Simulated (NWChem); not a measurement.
# [HF2]− (SMILES F[H-]F): levels of theory compared

We compute a comparison of 3 runs (PBE/cc-pVDZ, PBE/cc-pVTZ, PBE/cc-pVQZ) of [HF2]−. 

The results are computed with NWChem 7.3.0.

### 1 The system as given

[HF2]− has 3 atoms, charge -1, and is taken as a singlet. SMILES: `F[H-]F`. The coordinates come from a PBE0-D4/def2-TZVPD relaxation.

A long bond or contact: F1–H2 1.143 Å.

### 2 Energy and gradient at PBE/cc-pVDZ (run 1)

File f2h.nw:

```
START f2h
memory stack 880 mb heap 220 mb global 1100 mb
charge -1

GEOMETRY units angstrom noautosym nocenter noautoz
   F     -0.973200     0.344400    -0.491000
   H      0.000000     0.000000     0.000000
   F      0.973200    -0.344400     0.491000
END

BASIS spherical bse
   * library cc-pVDZ
END

DFT
   xc xpbe96 cpbe96
   grid fine
   convergence energy 1e-08
   iterations 100
   mulliken
   noprint "final vectors analysis"
END

TASK dft gradient
```

Started as:

```
nwchem f2h.nw > f2h.out
```

Output:

```text
[...]
          Wavefunction type:  closed shell.
          No. of atoms     :     3
          No. of electrons :    20
[...]
          Charge           :    -1
          Spin multiplicity:     1
[...]
          AO basis - number of functions:    33
[...]
              XC Information
              --------------
          PerdewBurkeErnzerhof Exchange Functional  1.000
            Perdew 1991 LDA Correlation Functional  1.000 local
           PerdewBurkeErnz. Correlation Functional  1.000 non-local
[...]
 d= 0,ls=0.0,diis     1   -200.0529918149 -2.27D+02  2.17D-02  7.67D-01     0.2
[...]
 d= 0,ls=0.0,diis     7   -200.1127767823 -1.97D-10  6.16D-09  2.13D-13     1.0
         Total DFT energy =     -200.112776782320
      One electron energy =     -341.372710668960
           Coulomb energy =      135.683534223087
    Exchange-Corr. energy =      -21.503727914839
 Nuclear repulsion energy =       27.080127578391
[...]
      Total Density - Mulliken Population Analysis
     ---------------------------------------------
    Atom       Charge   Shell Charges
 -----------   ------   -------------------------------------------------------
    1 F    9     9.62   2.01  0.86  1.06  3.34  2.36  0.00
    2 H    1     0.75   0.54  0.10  0.11
    3 F    9     9.62   2.01  0.86  1.06  3.34  2.36  0.00
[...]
  wavefunction    = closed shell
                         DFT ENERGY GRADIENTS
    atom               coordinates                        gradient
                 x          y          z           x          y          z
   1 F      -1.839081   0.650822  -0.927855    0.010509  -0.003719   0.005302
   2 H       0.000000   0.000000   0.000000    0.000000  -0.000000   0.000000
   3 F       1.839081  -0.650822   0.927855   -0.010509   0.003719  -0.005302
[...]
```

Wall time 1.9 s (1 thread of Intel Xeon Platinum 8488C (Sapphire Rapids), shared host); peak memory 0.11 GiB.

### 3 Energy and gradient at PBE/cc-pVTZ (run 2)

File f2h.xyz:

```xyz
3
F2H
F     -0.973200     0.344400    -0.491000
H      0.000000     0.000000     0.000000
F      0.973200    -0.344400     0.491000
```

File f2h.nw:

```
echo
start f2h
title "F2H"
memory 2200 mb
charge -1
geometry units angstrom noautosym nocenter noautoz
   load format xyz f2h.xyz
end
basis "ao basis" spherical bse
   * library cc-pVTZ
end
dft
   xc xpbe96 cpbe96
   grid fine
   convergence energy 1e-08
   maxiter 100
   mulliken
   noprint "final vectors analysis"
end
task dft gradient
```

Started as:

```
nwchem f2h.nw > f2h.out
```

Output:

```text
[...]
          Wavefunction type:  closed shell.
          No. of atoms     :     3
          No. of electrons :    20
[...]
          Charge           :    -1
          Spin multiplicity:     1
[...]
          AO basis - number of functions:    74
[...]
              XC Information
              --------------
          PerdewBurkeErnzerhof Exchange Functional  1.000
            Perdew 1991 LDA Correlation Functional  1.000 local
           PerdewBurkeErnz. Correlation Functional  1.000 non-local
[...]
 d= 0,ls=0.0,diis     1   -200.1374526874 -2.27D+02  8.54D-03  1.95D+00     0.6
[...]
 d= 0,ls=0.0,diis     7   -200.2263561584 -1.45D-09  2.94D-07  6.06D-10     3.4
         Total DFT energy =     -200.226356158431
      One electron energy =     -340.828848872813
           Coulomb energy =      134.925717279946
    Exchange-Corr. energy =      -21.403352143956
 Nuclear repulsion energy =       27.080127578392
[...]
      Total Density - Mulliken Population Analysis
     ---------------------------------------------
    Atom       Charge   Shell Charges
 -----------   ------   -------------------------------------------------------
    1 F    9     9.69   1.94  0.28  1.02  0.70  1.60  2.31  1.85  0.00  0.00  0.00
    2 H    1     0.62   0.20  0.25  0.05  0.03  0.07  0.01
    3 F    9     9.69   1.94  0.28  1.02  0.70  1.60  2.31  1.85  0.00  0.00  0.00
[...]
  wavefunction    = closed shell
                         DFT ENERGY GRADIENTS
    atom               coordinates                        gradient
                 x          y          z           x          y          z
   1 F      -1.839081   0.650822  -0.927855    0.006815  -0.002412   0.003438
   2 H       0.000000   0.000000   0.000000   -0.000000   0.000000  -0.000000
   3 F       1.839081  -0.650822   0.927855   -0.006815   0.002412  -0.003438
[...]
```

Wall time 5.4 s (1 thread of Intel Xeon Platinum 8488C (Sapphire Rapids), shared host); peak memory 0.12 GiB.

### 4 Energy and forces at PBE/cc-pVQZ (run 3)

File f2h.nw:

```
start f2h
memory 2200 mb
charge -1

geometry units angstrom noautosym nocenter noautoz
F       -0.973200       0.344400      -0.491000
H        0.000000       0.000000       0.000000
F        0.973200      -0.344400       0.491000
end

basis "ao basis" spherical bse
* library cc-pVQZ
end

dft
xc xpbe96 cpbe96
grid fine
convergence energy 1e-08
iterations 100
mulliken
noprint "final vectors analysis"
end

task dft gradient
```

Started as:

```
nwchem f2h.nw > f2h.out
```

Output:

```text
[...]
          Wavefunction type:  closed shell.
          No. of atoms     :     3
          No. of electrons :    20
[...]
          Charge           :    -1
          Spin multiplicity:     1
[...]
          AO basis - number of functions:   140
[...]
              XC Information
              --------------
          PerdewBurkeErnzerhof Exchange Functional  1.000
            Perdew 1991 LDA Correlation Functional  1.000 local
           PerdewBurkeErnz. Correlation Functional  1.000 non-local
[...]
 d= 0,ls=0.0,diis     1   -200.1624188478 -2.27D+02  4.78D-03  2.77D+00     3.2
[...]
 d= 0,ls=0.0,diis     7   -200.2610161591 -2.46D-09  6.63D-08  1.88D-10    19.3
         Total DFT energy =     -200.261016159106
      One electron energy =     -340.520736261416
           Coulomb energy =      134.552974108672
    Exchange-Corr. energy =      -21.373381584754
 Nuclear repulsion energy =       27.080127578391
[...]
  wavefunction    = closed shell
                         DFT ENERGY GRADIENTS
    atom               coordinates                        gradient
                 x          y          z           x          y          z
   1 F      -1.839081   0.650822  -0.927855    0.006500  -0.002300   0.003279
   2 H       0.000000   0.000000   0.000000   -0.000000   0.000000  -0.000000
   3 F       1.839081  -0.650822   0.927855   -0.006500   0.002300  -0.003279
[...]
```

It took 26 s on 1 thread of Intel Xeon Platinum 8488C (Sapphire Rapids), shared host; peak memory 0.14 GiB.

### 5 Overview of the runs

| run | level | energy (Eh) | largest force (eV/Å) | wall time |
| --- | --- | --- | --- | --- |
| 1 | PBE/cc-pVDZ | -200.112777 | 0.635 | 1.9 s |
| 2 | PBE/cc-pVTZ | -200.226356 | 0.412 | 5.4 s |
| 3 | PBE/cc-pVQZ | -200.261016 | 0.393 | 26 s |

### 6 Outcome

| quantity | value |
| --- | --- |
| run 3: total energy | -200.26102 Eh |
| run 3: largest force on an atom | 0.393 eV/Å |

What this shows: Over the runs the total energy spans 4.034 eV. All runs together took 33 s, the longest 26 s.
